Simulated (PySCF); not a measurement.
**How methods differ on the ionisation energy of Ar**

Ar [Ar] (1S) → Ar⁺ [Ne] 3s2 3p5 (2P), as a difference of total energies. Calculation: PySCF 2.14, in aug-cc-pwCVDZ (6s5p3d, 36 functions); no relativity, point nucleus. Correlated levels: valence and next inner shell: 1s2 frozen. The calculations carry no spin-orbit coupling.

```json
{"method": "UHF", "ionisation energy (eV)": "14.669", "plus first-order spin-orbit estimate": "14.614", "error of that sum (eV)": "-1.146"}
{"method": "MP2 (valence and next inner shell)", "ionisation energy (eV)": "15.679", "plus first-order spin-orbit estimate": "15.624", "error of that sum (eV)": "-0.136"}
{"method": "SCS-MP2 (valence and next inner shell)", "ionisation energy (eV)": "15.573", "plus first-order spin-orbit estimate": "15.517", "error of that sum (eV)": "-0.243"}
{"method": "CCSD (valence and next inner shell)", "ionisation energy (eV)": "15.490", "plus first-order spin-orbit estimate": "15.435", "error of that sum (eV)": "-0.325"}
{"method": "CCSD(T) (valence and next inner shell)", "ionisation energy (eV)": "15.518", "plus first-order spin-orbit estimate": "15.463", "error of that sum (eV)": "-0.297"}
```

Reference: 15.760 eV (measured; NIST Atomic Spectra Database, ionization energies).

A first-order spin-orbit estimate (lowest level to lowest level, LS coupling) adds -0.055 eV.

Errors of the correlated levels include the incompleteness of this basis and the frozen core.
